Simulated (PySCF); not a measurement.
C5H5F.
SMILES: `C=CC#CCF`

The closed-shell ground state was solved at several levels (PySCF, density fitting, gas phase, non-relativistic). Geometry: PBE0-D3(BJ)/def2-SVP; no solvent, vibrations or thermal averaging.

```csv
level,basis functions,total energy (Eh),HOMO (eV),LUMO (eV),gap (eV),dipole (D)
PBE0/IGLO-III,260,-293.0692,-7.09,-1.10,5.99,1.91
PBE0/aug-cc-pVDZ,183,-292.9846,-7.07,-1.09,5.98,1.90
PBE0/def2-TZVP,216,-293.0638,-7.07,-1.04,6.03,1.86
PBE0/def2-SVPD,163,-292.7491,-7.12,-1.08,6.04,1.98
mPW1PW91/pcSseg-2,286,-293.3253,-7.11,-1.10,6.01,1.94
PBE0/cc-pVTZ,250,-293.0531,-7.03,-0.99,6.04,1.82
LDA/def2-SVPD,163,-290.6569,-6.25,-2.23,4.02,1.88
```

(1) What might PBE0/pcSseg-0 (64 basis functions) give for the same quantities?

(2) Over all these levels, which gives the widest orbital gap and which the narrowest?

(3) How much does the basis alone move the frontier levels among the 6 PBE0 rows (the withheld one included)?

(4) How far do the dipole and the HOMO energy spread over the levels?

Answers

(1) Total energy -292.2938 Eh, HOMO -7.20 eV, LUMO -0.92 eV, gap 6.28 eV, dipole 2.23 D.

(2) PBE0/pcSseg-0 (global hybrid, 25 % exact exchange) has the widest, 6.28 eV, and LDA/def2-SVPD (LDA) the narrowest, 4.02 eV. Functional and basis both differ between the two, so the spread mixes both effects.

(3) The HOMO by 0.17 eV and the LUMO by 0.18 eV. By rising basis size (HOMO, LUMO in eV): pcSseg-0 -7.20, -0.92; def2-SVPD -7.12, -1.08; aug-cc-pVDZ -7.07, -1.09; def2-TZVP -7.07, -1.04; cc-pVTZ -7.03, -0.99; IGLO-III -7.09, -1.10.

(4) The dipole runs from 1.82 to 2.23 D (mean 1.94 D) and the HOMO from -7.20 to -6.25 eV.
